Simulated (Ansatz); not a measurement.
Results of LDA (Ansatz, a quantum-chemistry and plane-wave program, plane waves, PAW) for Tl4CdI6 (P4/mnc, No. 128).

Run with plane-wave cutoff 520 eV, 4×4×4 k mesh, Fermi–Dirac smearing 0.01 eV, scalar-relativistic PAW data made under PBE.

Cell (measured lattice):

```xyz
22
Lattice="9.2288 0.0000 0.0000 0.0000 9.2288 0.0000 0.0000 0.0000 9.6054" Properties=species:S:1:pos:R:3 pbc="T T T"
Tl     5.9673     1.3529     2.4013
Tl     3.2615     7.8759     7.2040
Tl     7.8759     5.9673     2.4013
Tl     1.3529     3.2615     7.2040
Tl     3.2615     7.8759     2.4013
Tl     5.9673     1.3529     7.2040
Tl     1.3529     3.2615     2.4013
Tl     7.8759     5.9673     7.2040
Cd     4.6144     4.6144     4.8027
Cd     0.0000     0.0000     0.0000
I      4.6144     4.6144     2.0267
I      4.6144     4.6144     7.5787
I      0.0000     0.0000     2.7760
I      0.0000     0.0000     6.8294
I      3.3122     1.7009     4.8027
I      5.9166     7.5279     4.8027
I      7.5279     3.3122     4.8027
I      1.7009     5.9166     4.8027
I      7.9266     2.9135     0.0000
I      1.3022     6.3153     0.0000
I      2.9135     1.3022     0.0000
I      6.3153     7.9266     0.0000
```

Task: What does this level give for the band gap?

Result: 
- band gap = 1.89 eV

Measured, for comparison: band gap 2.83 eV (temperature not stated, not corrected to a static lattice, detector crystals; as tabulated in Piasecki et al. (2022), doi:10.1039/d1ma01259b).

Note: cell and atoms aren't relaxed at this level (largest force component 0.14 eV/Å, pressure -2.2 GPa).

Spin–orbit coupling is not included; with these elements it can move the gap by several tenths of an eV or more.

Static lattice: no zero-point or thermal effects.
